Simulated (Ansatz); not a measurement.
A made-up structure of B₂SiH₅, doublet:

| atom | x (Å) | y (Å) | z (Å) |
| --- | --- | --- | --- |
| B1 | -1.2602 | 0.8871 | -1.2285 |
| Si2 | 0.0452 | 0.5200 | 0.5066 |
| B3 | 1.2230 | -1.3157 | 0.8110 |
| H4 | -1.3617 | -0.0533 | -2.1755 |
| H5 | -1.9542 | 2.0231 | -1.3623 |
| H6 | 0.1489 | 1.7126 | 1.6686 |
| H7 | 2.0009 | -1.4855 | 1.8861 |
| H8 | 1.1581 | -2.2885 | -0.1060 |

It is relaxed with PBE-D4/def2-SVP and then PBE0-D4/def2-TZVP (Ansatz 0.2.0). Atoms count as bonded within 1.22 times the sum of their covalent radii (H–H: 0.88 Å). The end point is not checked to be a true minimum.

Question: Does its bonding change? (Judge from chemistry; the calculation decides.)

Answer: Computed: No: no bond forms or breaks.

Where it ends: The first stage lowers the energy by 1.28 eV in 6 steps. It ends as B₂SiH₅ ([BH2][SiH][BH2]):
B1  (-1.126, 0.793, -1.098)
Si2  (0.040, 0.462, 0.450)
B3  (1.093, -1.176, 0.725)
H4  (-1.220, -0.044, -1.946)
H5  (-1.744, 1.809, -1.213)
H6  (0.133, 1.527, 1.488)
H7  (1.786, -1.323, 1.686)
H8  (1.038, -2.048, -0.091)
(Å)

Labels in which every atom is bracketed show which atoms are joined, not bond orders.

For scale, one of the runs: PBE0-D4/def2-TZVP relaxation, 129 basis functions, launched by `ansatz run in.yaml --threads 2 --pin off --events-out ev --progress --plain --max-ram 4352MiB`. Hardware: 2 CPU threads of an Arm Neoverse V2, shared host. Wall time about 13 s.
